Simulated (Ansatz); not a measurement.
NaBe2: from a trial structure to a relaxed crystal

These are results of Ansatz, DFT PBE, scalar-relativistic, plane waves, PAW, not measurements. Cutoff 420 eV, Γ-centred k mesh, Gaussian smearing, no spin polarisation in the final step.

The start is a random cell of NaBe2 with space group P4/nmm (No. 129), drawn with lower limits on the distances.

```yaml
crystal:
  lattice:
    - [4.60580, 0.00000, 0.00000]
    - [0.00000, 4.60580, 0.00000]
    - [0.00000, 0.00000, 4.35275]
  atoms:
    - { symbol: Na, position: [0.00000, 0.50000, 0.25000] }
    - { symbol: Na, position: [0.50000, 0.00000, 0.75000] }
    - { symbol: Be, position: [0.00000, 0.00000, 0.33333] }
    - { symbol: Be, position: [0.50000, 0.50000, 0.33333] }
    - { symbol: Be, position: [0.00000, 0.00000, 0.66667] }
    - { symbol: Be, position: [0.50000, 0.50000, 0.66667] }
```

Steps on the 4×4×4 mesh (6 atoms). 12 of 16 steps are shown, and the free energy counts from the last. Trial steps that were taken back and renewals of the plane-wave basis can be among the rows.

| step | ΔF (meV/atom) | V (Å³/atom) | P (GPa) | largest force component (eV/Å) |
| --- | --- | --- | --- | --- |
| 1 | 1209.3 | 15.39 | 23.26 | 11.706 |
| 2 | 501.5 | 15.56 | 13.63 | 5.997 |
| 4 | 41.4 | 18.16 | 3.58 | 0.658 |
| 5 | 17.6 | 19.73 | 0.80 | 0.078 |
| 6 | 15.4 | 20.18 | 0.00 | 0.058 |
| 8 | 9.5 | 20.34 | -0.34 | 0.048 |
| 9 | 6.7 | 20.14 | -0.09 | 0.030 |
| 11 | 40.7 | 17.64 | 4.78 | 0.437 |
| 12 | 7.7 | 20.10 | 0.22 | 0.298 |
| 13 | 5.6 | 20.07 | -0.01 | 0.002 |
| 15 | 0.0 | 20.45 | 0.10 | 0.029 |
| 16 | 0.0 | 20.45 | 0.10 | 0.029 |

The cell was then made exact in the group found at 0.06 Å. A final relaxation ran on a 12×12×12 mesh. The relaxed crystal, P4/mmm (No. 123):

Space group P4/mmm (No. 123). a = 3.821 Å, b = 3.821 Å, c = 4.178 Å, α = 90.00°, β = 90.00°, γ = 90.00°
```csv
atom,site,symmetry,x,y,z
Na,1c,4/mmm,0.5000,0.5000,0.0000
Be,2g,4mm,0.0000,0.0000,0.2533
```

```yaml
Volume_per_atom: 20.33 Å³
Density: 1.12 g/cm³
Energy_over_the_elements: 1.03 eV/atom
Gap_on_the_12×12×12_mesh: 0 eV (a metal)
```

Energies over the elements count from the elements' standard structures at the same level, with no empirical corrections.

The final run used a 12×12×12 mesh on its 3-atom cell and 0.10 eV smearing. For metals, differences of a few meV/atom aren't resolved.

A structure relaxed within its symmetry needn't be a true minimum.

Cost: 2 runs of about 0.85 core-minutes in all, on Arm Neoverse V2 (shared hosts).